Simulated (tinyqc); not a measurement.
Pariser-Parr-Pople SCF with singles CI, for the molecule C=CC(=C)C=N (SMILES; centres numbered as the heavy atoms are written), step by step. Computed by tinyqc, a small Python program that keeps every step. Settings: charge = 0, gamma = MN, start = huckel, damping = 0.5, iteration cap = 61, excitations kept = 4. Command: `OMP_NUM_THREADS=1 python tinyqc.py 26200 26201 out.jsonl` (the two numbers bound the seeds that draw the settings). One thread of a shared host (Intel(R) Xeon(R) Processor @ 2.60GHz), about 0.02 s of CPU time with the checks. Later iterations appear only in the table of the cycle.

## PPP integrals

Centres (angstrom, eV; a flat drawing with bonds scaled to 1.40 angstrom):
```
centre         x         y  core charge z         W  gamma_rr
1C       2.10000   0.80800              1  11.16000  11.13000
2C       1.40000  -0.40400              1  11.16000  11.13000
3C       0.00000  -0.40400              1  11.16000  11.13000
4C      -0.70000  -1.61700              1  11.16000  11.13000
5C      -0.70000   0.80800              1  11.16000  11.13000
6N      -2.10000   0.80800              1  14.10000  12.30000
```

Resonance integrals (eV):
```
i  j      beta
1  2  -2.64000
2  3  -2.64000
3  4  -2.64000
3  5  -2.64000
5  6  -2.77000
```

Mataga-Nishimoto: gamma = 14.399645/(R + a), a = 2 x 14.399645/(gamma_rr + gamma_ss); H_rr = -W_r - sum_(s != r) z_s gamma_rs; H_rs = beta for bonds.

repulsion gamma_rs (eV), lower triangle:
```
          1C        2C        3C        4C        5C        6N
1C  11.13000
2C   5.34629  11.13000
3C   3.87251   5.34554  11.13000
4C   2.88114   3.87199   5.34457  11.13000
5C   3.51745   3.87251   5.34629   3.87215  11.13000
6N   2.65228   2.91900   3.94099   3.57376   5.47689  12.30000
```

core matrix H (eV), lower triangle:
```
           1C         2C         3C         4C         5C         6N
1C  -29.42967
2C   -2.64000  -32.51534
3C    0.00000   -2.64000  -35.00990
4C    0.00000    0.00000   -2.64000  -30.70361
5C    0.00000    0.00000   -2.64000    0.00000  -33.24530
6N    0.00000    0.00000    0.00000    0.00000   -2.77000  -32.66292
```

## Starting guess

pi electrons, sum of z_r less the charge = 6

Orbitals of the Hueckel matrix of the beta values.

P at the start, lower triangle:
```
          1C        2C       3C        4C       5C       6N
1C   1.00000
2C   0.90768   1.00000
3C   0.00000   0.40940  1.00000
4C  -0.41035   0.00000  0.81974   1.00000
5C  -0.08794   0.00000  0.40052   0.00000  1.00000
6N   0.00000  -0.09227  0.00000  -0.39955  0.91206  1.00000
```

## Iteration 1: Fock matrix

F_rr = H_rr + P_rr gamma_rr / 2 + sum_(s != r) P_ss gamma_rs; F_rs = H_rs - P_rs gamma_rs / 2; E = tr P (H + F) / 2 + core repulsion sum_(r<s) z_r z_s gamma_rs.

F (eV), lower triangle:
```
          1C        2C        3C        4C        5C        6N
1C  -5.59500
2C  -5.06636  -5.59500
3C   0.00000  -3.73422  -5.59500
4C   0.59113   0.00000  -4.83059  -5.59500
5C   0.15466   0.00000  -3.71065   0.00000  -5.59500
6N   0.00000   0.13466   0.00000   0.71394  -5.26762  -7.95000
```

pi energy = -79.06913 eV

## Iteration 1: orbitals and new P

Diagonalise F (the basis is taken as orthonormal) and form P = 2 sum c c over the lowest orbitals; 0.5 of the old P is kept.

orbital energies (eV): -13.84715  -11.68925  -9.50989  -2.42195  -0.74092  2.28416

P after iteration 1, lower triangle:
```
          1C        2C        3C        4C       5C       6N
1C   1.00066
2C   0.91595   0.99932
3C  -0.00131   0.39222   1.00285
4C  -0.39139  -0.00404   0.83198   0.97012
5C  -0.08576   0.00751   0.39123   0.04947  0.91181
6N   0.00520  -0.08096  -0.01347  -0.38361  0.90492  1.11525
```

## Iteration 2: Fock matrix

As before.

F (eV), lower triangle:
```
          1C        2C        3C        4C        5C        6N
1C  -5.67458
2C  -5.08847  -5.70086
3C   0.00254  -3.68832  -5.75725
4C   0.56382   0.00781  -4.86328  -5.67644
5C   0.15083  -0.01454  -3.68582  -0.09578  -5.55538
6N  -0.00690   0.11816   0.02655   0.68546  -5.24807  -7.82004
```

pi energy = -79.22272 eV

## Iteration 2: orbitals and new P

As before.

orbital energies (eV): -13.90112  -11.64721  -9.60715  -2.41891  -0.76981  2.15964

P after iteration 2, lower triangle:
```
          1C        2C        3C        4C       5C       6N
1C   0.99944
2C   0.92156   1.00007
3C  -0.00188   0.38030   1.00596
4C  -0.37832  -0.00706   0.84021   0.95293
5C  -0.08413   0.01046   0.38493   0.07509  0.86939
6N   0.00863  -0.07363  -0.02257  -0.37371  0.90234  1.17221
```

## Convergence

Stop when output and input P, before any damping, agree to 1e-7.

Course of the cycle:
```
iteration       E (eV)  largest |P(out) - P(in)|
1          -79.0691329                  2.30e-01
2          -79.2227162                  1.14e-01
3          -79.3020077                  5.65e-02
4          -79.3431065                  2.82e-02
5          -79.3643874                  1.41e-02
6          -79.3753776                  7.09e-03
7          -79.3810368                  3.98e-03
8          -79.3839429                  2.73e-03
9          -79.3854315                  1.87e-03
10         -79.3861923                  1.28e-03
11         -79.3865805                  8.80e-04
...                ...                       ...
26         -79.3869822                  3.10e-06
27         -79.3869822                  2.13e-06
28         -79.3869822                  1.46e-06
29         -79.3869822                  1.00e-06
30         -79.3869822                  6.89e-07
31         -79.3869822                  4.73e-07
32         -79.3869822                  3.25e-07
33         -79.3869822                  2.23e-07
34         -79.3869822                  1.53e-07
35         -79.3869822                  1.05e-07
36         -79.3869822                  7.20e-08
```

Converged in 36 iterations.

## Converged orbitals

Charges are z - P_rr.

orbital energies (eV): -13.93884  -11.59586  -9.71769  -2.40527  -0.77041  2.04604

coefficients:
```
        MO1       MO2       MO3       MO4       MO5       MO6
1C  0.21837  -0.41019  -0.53041   0.36524   0.54466   0.26957
2C  0.39172  -0.47272  -0.35298  -0.18654  -0.50640  -0.45525
3C  0.58472  -0.16565   0.36980  -0.32991  -0.08224   0.61506
4C  0.32219  -0.15403   0.58141   0.64158   0.06155  -0.34499
5C  0.47681   0.42911  -0.06052  -0.36007   0.52454  -0.42433
6N  0.35471   0.61072  -0.34001   0.42625  -0.40151   0.20665
```

pi charges: 1C 0.00544, 2C -0.00301, 3C -0.01218, 4C 0.06885, 5C 0.16970, 6N -0.22880

## Singles CI, singlets

Over the 4 single excitations with the smallest orbital gaps: A = (e_a - e_i) delta + 2 (ia|jb) - (ij|ab), with (pq|rs) = sum c_mp c_mq gamma_mn c_nr c_ns. f = 2/3 w |mu|^2 in atomic units, mu = sqrt2 sum c_ia sum_m c_mi c_ma R_m.

singlet CI matrix (eV), lower triangle:
```
          3>4      3>5       2>4      2>5
3>4   4.93146
3>5   0.35268  5.81074
2>4  -0.07307  0.24319   6.03618
2>5   0.11260  0.11249  -0.12841  7.92906
```

singlet excitation energies (eV): 4.78820  5.76455  6.20662  7.94807

oscillator strengths: 0.38970  0.31030  0.85590  0.22433

## Singles CI, triplets

Over the 4 single excitations with the smallest orbital gaps: A = (e_a - e_i) delta - (ij|ab), with (pq|rs) = sum c_mp c_mq gamma_mn c_nr c_ns.

triplet CI matrix (eV), lower triangle:
```
          3>4       3>5      2>4      2>5
3>4   1.89227
3>5  -0.48692   4.01937
2>4   0.55016  -1.04770  4.26705
2>5  -1.04770  -0.51681  0.50999  5.23706
```

triplet excitation energies (eV): 1.37307  3.08743  4.99342  5.96183
